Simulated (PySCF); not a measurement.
# Computed χzz against gas-phase spectroscopy

Values to reproduce (atoms as numbered below): 14N at N4: χzz = -3.2483 MHz [1].
[1] measured, gas; W. C. Bailey, Calculation of NQCC in Gaseous State Molecules (compilation of microwave values)

Cyanoethynyl anion, C3N (charge -1).
Numbering: `[C-:1]#[C:2][C:3]#[N:4]`

Problem. How do the computed couplings compare?

Solution. PySCF, non-relativistic, all at one geometry, with Q(14N) = 0.02044 b:

```tsv
level	functions	14N N4 (MHz)	computed/reference − 1 (%)
B3LYP/6-31G-J	48	-2.460	-24.3
B3LYP/pcJ-0	52	-3.407	+4.9
B3LYP/6-31G*	56	-2.516	-22.5
B3LYP/pcJ-1	108	-3.354	+3.2
B3LYP/cc-pVTZ	120	-3.488	+7.4
B3LYP/def2-TZVP	124	-3.481	+7.2
B3LYP/aug-cc-pVTZ-J	184	-3.473	+6.9
B3LYP/pcJ-2	204	-3.509	+8.0
B97-2/pcJ-1	108	-3.150	-3.0
BHandHLYP/pcJ-1	108	-3.524	+8.5
CAM-B3LYP/pcJ-1	108	-3.428	+5.5
KT2/pcJ-1	108	-3.161	-2.7
LDA/pcJ-1	108	-3.234	-0.5
PBE/pcJ-1	108	-3.093	-4.8
PBE0/pcSseg-1	68	-3.351	+3.2
PBE0/pcJ-1	108	-3.253	+0.2
```

Closest here is PBE0/pcJ-1 (0.2 % unsigned error), furthest B3LYP/6-31G-J (24.3 %); one molecule doesn't rank methods. Computed values are for fixed nuclei, while measured ones can include vibrational averaging. Isolated species at its PBE0-D3(BJ)/def2-SVP geometry, gas phase.
